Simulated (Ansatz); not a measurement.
Input file:

```yaml
crystal:
  periodic: [false, false, false]
  atoms:
    - {symbol: Ge, position_ang: [0.000000, 0.000000, 0.000000]}
    - {symbol: H, position_ang: [1.685905, 0.046488, -0.006500]}
    - {symbol: H, position_ang: [-0.883179, 1.436779, 0.011900]}
    - {symbol: H, position_ang: [-0.802727, -1.483267, -0.005400]}
basis:
  gaussian: {orbitals: def2-SVP}
total_charge: -1
magnetization: {spin_polarized: false, initial_magnetization: 2}
hamiltonian: {xc: {name: PBE0}}
correlation: {method: ccsd, electrons: valence}
scf: {omitted_lower_state_checks: [cluster_reference]}
```

```sh
$ ansatz run in.yaml --threads 1 --pin off --events-out ev --progress --plain --max-ram 2393MiB
```

Output:

```
these checks for a lower state are left out or cut short: cluster_reference
469 factors; integrals over basis functions are off by at most 1.3e-3 eV
mean field evaluation 1: about -56548.7446 eV, gradient 2.1e1 eV
mean field evaluation 2: about -56548.7658 eV, gradient 2.0e1 eV
mean field evaluation 4: about -56549.3868 eV, gradient 5.9e-1 eV
mean field evaluation 8: about -56549.3888 eV, gradient 2.2e-2 eV
mean field evaluation 16: about -56549.3888 eV, gradient 1.3e-5 eV
mean field -56549.38883495 eV, -2078.1517091319 hartree, gradient 5.7e-7 eV, S^2 2.000000; 0 other end points of the search recorded, 0 dependent functions left out
9 core orbitals not correlated: weight in the atoms' cores, before any rotation towards them, 1.000 or more for the frozen orbitals, at most 0.000 for the correlated occupied ones
reference -56509.63994512 eV, -2076.6909643736 hartree; 10, 8 occupied and 28, 30 virtual orbitals, 469 factors
second order -6.75733674 eV of doubles, -0.36502513 eV of singles
cycle   1  -6.90227413 eV  change    2.1e-1 eV  update   7.1e-2
cycle   2  -7.19752277 eV  change   -3.0e-1 eV  update   2.4e-2
cycle   3  -7.23219891 eV  change   -3.5e-2 eV  update   1.0e-2
cycle   4  -7.23093509 eV  change    1.3e-3 eV  update   3.1e-3
cycle   5  -7.23123225 eV  change   -3.0e-4 eV  update   1.0e-3
cycle   6  -7.23084971 eV  change    3.8e-4 eV  update   3.0e-4
cycle   7  -7.23083536 eV  change    1.4e-5 eV  update   1.1e-4
cycle   8  -7.23086911 eV  change   -3.4e-5 eV  update   4.2e-5
cycle   9  -7.23087202 eV  change   -2.9e-6 eV  update   1.1e-5
Total energy: -56516.87081714 eV, -2076.9566940190 hartree
Checks for a lower state left out: cluster_reference
```

Ran on 1 thread of Arm Neoverse V2, shared host: 2 s wall, 0.2 GiB peak host memory.
